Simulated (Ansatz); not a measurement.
The cluster B₂H₃. Charge 0, multiplicity 2. Geometry B3LYP-D4/def2-TZVP; atoms count from 1.

Cartesian coordinates in Å:
```
B 0.317 -0.116 0.513
B -0.489 0.178 -0.791
H -1.097 0.400 -1.773
H 0.458 0.726 1.350
H 0.811 -1.188 0.700
```

The structure comes from a short search, and lower isomers may exist.

Question: Estimate the Mulliken populations from the PBE0/def2-TZVP orbitals of Ansatz.

Answer: 
```
atom  charge (e)  spin (α − β)
  B1       -0.28          0.41
  B2        0.10          0.66
  H3        0.10         -0.03
  H4        0.04         -0.02
  H5        0.04         -0.02
```
Mulliken values depend strongly on the basis.

Question: Where does the spin sit?

Answer: Summed by element: B 1.07, H -0.07, of 1 unpaired in all. Largest on single atoms: B2 0.66, B1 0.41, H3 -0.03.

Question: And the Mayer bond orders between heavy atoms (over 0.3)?

Answer: B1–B2 1.57 (1.56 Å).
